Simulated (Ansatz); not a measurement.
## CH2NO, doublet: from triple and quadruple zeta to the limit

```xyz
5

O    -1.3850   -0.1853    0.0000
H    -1.6343    0.7413    0.0000
H    -0.1070   -0.1853    0.0000
N     2.1431   -0.1853    0.0000
C     0.9830   -0.1853    0.0000
```

Connectivity, by distances: OH ··· N–CH.

Ansatz 0.2.0, UHF determinant, valence electrons correlated. Energies in eV.

| set | X | functions | Hartree–Fock | MP2 correlation | CCSD(T) correlation | time |
| --- | --- | --- | --- | --- | --- | --- |
| def2-TZVPP | 3 | 121 | -4579.5409 | -15.0505 | -16.3611 | 14 s on 1 × NVIDIA H100 80GB HBM3 with 1 thread of AMD EPYC 7R13 Processor (Zen 3) (shared host) |
| def2-QZVPP | 4 | 231 | -4579.7357 | -16.1668 | -17.3883 | 27 s on 1 × NVIDIA H100 80GB HBM3 with 1 thread of AMD EPYC 7R13 Processor (Zen 3) (shared host) |

Hartree–Fock is taken to follow E(X) = E∞ + A·exp(−7.88·√X), correlation E(X) = E∞ + B·X^−2.97.

Work out the CCSD(T) energy at the limit, and how far the shortcut misses it that extrapolates MP2 and adds CCSD(T) minus MP2 from the smaller set.

Hartree–Fock: E∞ = E4 + 0.1377·(E4 − E3) = -4579.7625. Correlation: E∞ = E4 + 0.7407·(E4 − E3) = -18.1492 for CCSD(T) and -16.9936 for MP2. The limit is -4597.9117 eV, 0.788 eV below def2-QZVPP. The shortcut gives a correlation energy of -16.9936 + (-1.3105) = -18.3041, 155 meV lower than the direct value.
